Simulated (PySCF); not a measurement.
propyne (C3H4), SMILES C#CC. Geometry optimised at ωB97X-D3(BJ)/def2-TZVP.

The numbers are results of ωB97X-D3(BJ)/def2-TZVP (PySCF), not measurements.

Harmonic wavenumbers (cm⁻¹): 357, 357, 707, 707, 951, 1063, 1063, 1422, 1487, 1487, 2266, 3072, 3145, 3145, 3482. Rotational constants (GHz): 159.9, 8.574, 8.574; symmetry number 3.

Work out the zero-point energy and the ideal-gas rigid-rotor harmonic-oscillator thermochemistry at 298.15 K and 1 atm.

ZPE = ½ Σ hcν = ½ × 24711 cm⁻¹ = 147.80 kJ/mol. H − E(el) = 160.47 kJ/mol. Entropy in J/(mol K): translation 154.77, rotation 78.07, vibration 13.26, total 246.10. G − E(el) = 87.09 kJ/mol. Cp = 58.68 J/(mol K).
